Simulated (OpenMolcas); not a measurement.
**One shape, several levels: PH3 (phosphine)**

We compute a comparison of 6 runs (HF/STO-3G, B3LYP/STO-3G, PBE/STO-3G, SVWN5/STO-3G, UPBE/STO-3G, CISD/STO-3G) of PH3 (phosphine). 

The results are computed with OpenMolcas 26.06.

1 further run of the same task is left out (set aside as unsound or not needed).

### Step 1. The system as given

PH3: 4 atoms, total charge 0, spin state singlet. As SMILES, `P`. The P1–H3 distance was set to 1.775 Å, away from the relaxed value.

Bond lengths: P1–H2 1.420 Å, P1–H4 1.420 Å. Angles: H2–P1–H4 93.1°. A long bond or contact: P1–H3 1.775 Å.

### Step 2. A single-point energy at HF/STO-3G (run 1)

Input file mol.inp:

```
* H3P Hartree-Fock

&GATEWAY
  BasLib=$CurrDir
  Coord
  4
  angstrom
  P        0.683866      -0.242377      -0.401698
  H        0.968766       0.050123       0.958102
  H       -1.005500      -0.663000      -0.057200
  H        0.366566       1.107623      -0.705798
  Basis=STO-3G
  Group=NoSym

&SEWARD

&SCF
  Thresholds=1e-10 1e-07 1e-07 1e-05
  PrOrbitals=1 1
```

The basis set STO-3G is read from a file made from the Basis Set Exchange's data (not shown).

The run is started by

```bash
$ export MOLCAS_MEM=1860
$ pymolcas mol.inp > mol.log
```

The log of the run:

```text
--- Start Module: gateway ---
[...]
--- Stop Module: gateway /rc=_RC_ALL_IS_WELL_ ---
--- Start Module: seward ---
[...]
      Basis functions           12
--- Stop Module: seward /rc=_RC_ALL_IS_WELL_ ---
--- Start Module: scf ---
[...]
       Convergence after   9 Iterations
[...]
::    Total SCF energy                               -338.5748730731
[...]
      Total spin, S                                     0.0000000000
[...]
      Total electronic charge=   18.000000
      Total            charge=   -0.000000
[...]
      Dipole Moment (debye):
      Origin of the operator (angstrom)=    0.6328   -0.2062   -0.3602
                   X=  8.6967E-02               Y=  4.4606E-01               Z=  2.5176E-01           Total=  5.1954E-01
      Quadrupole Moment (debye*angstrom):
[...]
--- Stop Module: scf /rc=_RC_ALL_IS_WELL_ ---
[...]
```

Run time: 1.2 s. Hardware: 1 thread of Arm Neoverse V2, shared host; peak memory 0.37 GiB.

### Step 3. The energy at B3LYP/STO-3G (run 2)

Input file mol.input:

```
&GATEWAY
  BasLib=$CurrDir
  Coord
  4
  angstrom
  P        0.683866      -0.242377      -0.401698
  H        0.968766       0.050123       0.958102
  H       -1.005500      -0.663000      -0.057200
  H        0.366566       1.107623      -0.705798
  Basis=STO-3G
  Group=NoSym

&SEWARD
  GridInput
  Grid=UltraFine
  End of Grid

&SCF
  KSDFT=B3LYP
  Thresholds=1e-10 1e-07 1e-07 1e-05
  PrOrbitals=1 1
```

The basis set STO-3G is read from a file made from the Basis Set Exchange's data (not shown).

The run is started by

```bash
$ export MOLCAS_MEM=1860
$ pymolcas mol.input > mol.log
```

The log of the run:

```text
--- Start Module: gateway ---
[...]
--- Stop Module: gateway /rc=_RC_ALL_IS_WELL_ ---
--- Start Module: seward ---
[...]
      Basis functions           12
--- Stop Module: seward /rc=_RC_ALL_IS_WELL_ ---
--- Start Module: scf ---
[...]
       Convergence after   9 Iterations
[...]
::    Total KS-DFT energy                            -339.2287353734
[...]
      Total spin, S                                     0.0000000000
[...]
      Total electronic charge=   18.000000
      Total            charge=   -0.000000
[...]
      Dipole Moment (debye):
      Origin of the operator (angstrom)=    0.6328   -0.2062   -0.3602
                   X=  3.7440E-02               Y=  4.8191E-01               Z=  2.9252E-01           Total=  5.6498E-01
      Quadrupole Moment (debye*angstrom):
[...]
--- Stop Module: scf /rc=_RC_ALL_IS_WELL_ ---
[...]
```

Wall time 2.6 s (1 thread of Arm Neoverse V2, shared host); peak memory 0.37 GiB.

Runs 3 to 5 aren't shown in full; the table further down has their settings and results.

### Step 4. A single-point energy at CISD/STO-3G (run 6)

Input file mol.input:

```
>>> EXPORT MOLCAS_PRINT=2

&GATEWAY
 BasLib
 $CurrDir
 Coord
 4
 angstrom
 P        0.683866      -0.242377      -0.401698
 H        0.968766       0.050123       0.958102
 H       -1.005500      -0.663000      -0.057200
 H        0.366566       1.107623      -0.705798
 Basis
 STO-3G
 Group
 NoSym

&SEWARD

&SCF
 Thresholds
 1e-10 1e-07 1e-07 1e-05
 PrOrbitals
 1 1

&MOTRA
 Frozen
 5

&GUGA
 Electrons
 8
 Spin
 1
 Inactive
 4
 Active
 0
 CIAll
 1

&CPF
 SDCI
```

The basis set STO-3G is read from a file made from the Basis Set Exchange's data (not shown).

The run is started by

```bash
$ export MOLCAS_MEM=1860
$ pymolcas mol.input > mol.log
```

The log of the run:

```text
--- Start Module: gateway ---
[...]
--- Stop Module: gateway /rc=_RC_ALL_IS_WELL_ ---
[...]
      Basis functions           12
[...]
       Convergence after   9 Iterations
[...]
::    Total SCF energy                               -338.5748730731
[...]
      Total spin, S                                     0.0000000000
[...]
      *** WARNING: Default frozen orbitals is overwritten by user input.
      *** Default values:   5
[...]
--- Start Module: guga ---
[...]
--- Stop Module: guga /rc=_RC_ALL_IS_WELL_ ---
--- Start Module: cpf ---
[...]
      Active orbitals                            0       0
[...]
      Spin quantum number                      0.0
[...]
     FINAL CI ENERGY          -338.65327250
     FINAL CORRELATION ENERGY   -0.07839942  REFERENCE ENERGY    -338.57487307
[...]
     REL. CI ENERGY           -338.65327250
[...]
      Total electronic charge=   18.000000
      Total            charge=   -0.000000
[...]
      Dipole Moment (debye):
      Origin of the operator (angstrom)=    0.6328   -0.2062   -0.3602
                   X= -7.0986E-03               Y=  4.4671E-01               Z=  2.8628E-01           Total=  5.3061E-01
      Quadrupole Moment (debye*angstrom):
[...]
--- Stop Module: cpf /rc=_RC_ALL_IS_WELL_ ---
[...]
```

Wall time 1.4 s (1 thread of Arm Neoverse V2, shared host); peak memory 0.37 GiB.

### Step 5. The series

| run | level | integration grid | scramble | energy (Eh) | dipole moment (D) of the reference | HOMO energy (eV) | LUMO energy (eV) | wall time |
| --- | --- | --- | --- | --- | --- | --- | --- | --- |
| 1 | HF/STO-3G | – | – | -338.574873 | 0.52 | -8.00 | 8.93 | 1.2 s |
| 2 | B3LYP/STO-3G | UltraFine | – | -339.228735 | 0.56 | -4.74 | 3.95 | 2.6 s |
| 3 | PBE/STO-3G | UltraFine | – | -339.043749 | 0.62 | -3.59 | 3.11 | 2.6 s |
| 4 | SVWN5/STO-3G | UltraFine | – | -337.885245 | 0.78 | -3.33 | 3.31 | 2.4 s |
| 5 | UPBE/STO-3G | UltraFine | 0.25 | -339.043749 | 0.62 | -3.59 | 3.11 | 3.9 s |
| 6 | CISD/STO-3G | – | – | -338.653273 | 0.52 | -8.00 | 8.93 | 1.4 s |

### Step 6. Results

| quantity | value |
| --- | --- |
| run 6: total energy | -338.65327 Eh |
| run 6: dipole moment (mean-field density) | 0.52 D |
| run 6: HOMO energy (Hartree–Fock orbitals) | -8.00 eV |
| run 6: LUMO energy (Hartree–Fock orbitals) | 8.93 eV |
| run 6: HOMO–LUMO gap (Hartree–Fock orbitals) | 16.92 eV |
| run 6: correlation energy (5 core orbitals frozen) | -78.4 mEh |

Over runs 1, 2, 3, 4, 5 the dipole moment (its size) runs from 0.52 D (HF/STO-3G) to 0.78 D (SVWN5/STO-3G). Over runs 1, 2, 3, 4, 5 the HOMO–LUMO gap runs from 6.64 eV (SVWN5/STO-3G) to 16.92 eV (HF/STO-3G). Exact exchange widens orbital gaps. Totals of different functionals can't be ranked against each other. In runs 1, 2, 3, 4, 5, 6 the basis is minimal, so the values are rough. All runs together took 14 s, the longest 3.9 s.
